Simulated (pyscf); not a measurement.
H₃C–GaH₂ + NH₃ → H₃C–GaH–NH₂ + H₂, a four-centre exchange (singlet surface; Ga–H, H–N broken, Ga–N, H–H formed). Single points on ωB97X-D3(BJ)/def2-SVP structures (PySCF, gas phase). Energies in eV from the separated reactants.

Small-basis levels: PySCF, no dispersion term, spherical d functions. AM1 to PM7: differences of heats of formation from MOPAC, which are fitted to 298 K values and so differ in kind from electronic energies by zero-point and thermal terms. GFN2-xTB: tblite. 

```tsv
level	barrier	reaction energy
HF/3-21G	0.37	-1.14
MP2/6-31G*+LANL2DZ	0.74	-0.73
B3LYP/STO-3G	0.17	-1.74
B3LYP/3-21G	-0.34	-1.48
GFN2-xTB	0.23	-0.24
AM1	0.37	-0.48
PM6	1.13	-1.08
ωB97M-D3(BJ)/def2-TZVP	0.68	-0.32
```

Against the last row the barrier runs from -1.02 (B3LYP/3-21G) to +0.45 eV (PM6). At B3LYP/3-21G this geometry lies under one side, so the entry may be no barrier of that level: it is a single point on another level's saddle. ωB97M-D3(BJ)/def2-TZVP has limits of its own. On the reactant side the descent ends in an adduct with a Ga–N contact (not fully relaxed), 1.02 eV under the separated species and 1.62 eV under the saddle at ωB97X-D3(BJ)/def2-TZVP. What is counted as formed (Ga–N) is already present as a longer contact in the reactant adduct; forming that adduct is a step of its own. At the saddle there is also a short Ga–H contact that neither side keeps. This is the saddle that the search found; another between the same sides may lie lower. In the def2 sets elements up to Kr have no core potential.
